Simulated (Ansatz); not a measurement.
A nudged elastic band was laid between two geometries of CH$_{4}$AlS (7 atoms, charge -1, multiplicity 1).

Theory: RKS CAM-B3LYP-D4/def2-SVP (Ansatz 0.2.0).

- movable images: 5
- climbing image: yes
- spring: 5.0 eV/Å²
- optimiser: quadratic models (default)
- start path: through a guess of the saddle point
- force threshold: 0.05 eV/Å
- iteration limit: 60
- end points: relaxed

Image 0:

```xyz
7
Properties=species:S:1:pos:R:3
C -0.792 0.543 -0.906
Al -0.182 0.043 0.730
S 1.752 -1.118 1.106
H -1.730 1.101 -1.044
H -0.294 0.337 -1.865
H -0.838 0.301 2.179
H 2.085 -1.207 -0.199
```

Image 6:

```xyz
7
Properties=species:S:1:pos:R:3
C -0.794 0.542 -0.907
Al -0.180 0.042 0.727
S 1.747 -1.127 1.106
H -0.305 0.332 -1.870
H -1.728 1.110 -1.039
H -0.833 0.307 2.178
H 2.093 -1.207 -0.196
```

Which bonds break or form, and what moves?

No bond is made or broken.  The two ends are copies of one structure, up to a mirror image or an exchange of like atoms.

Give the energies along the band, and the barrier.

It converged. The highest image is number 3 of 0 to 6, 17.5 kcal/mol above the ends, which have the same energy within 2 meV. A vibrational analysis at the climbing image gives one clearly imaginary mode, 643i cm⁻¹: a first-order saddle point. Limits of this set-up: an anion without diffuse functions.

```csv
image,path coordinate (Å),energy (kcal/mol)
0,0.00,0.0
1,0.66,2.1
2,1.31,10.7
3,1.97,17.5
4,2.63,10.8
5,3.28,2.2
6,3.94,0.0
```

What is the geometry of the highest image?


```xyz
7
Properties=species:S:1:pos:R:3
C -0.715 0.572 -0.978
Al -0.135 0.095 0.691
S 1.632 -1.272 1.097
H -1.611 0.108 -1.423
H -0.512 1.562 -1.416
H -0.565 0.383 2.241
H 1.905 -1.449 -0.213
```

What are the harmonic wavenumbers there?

643i, 90, 235, 289, 409, 436, 555, 615, 759, 839, 1306, 1719, 2707, 3057, 3127 cm⁻¹.

Time of the run: 81 s on 2 threads of AMD EPYC 7R13 Processor (Zen 3) (shared host), peak memory 0.17 GiB.
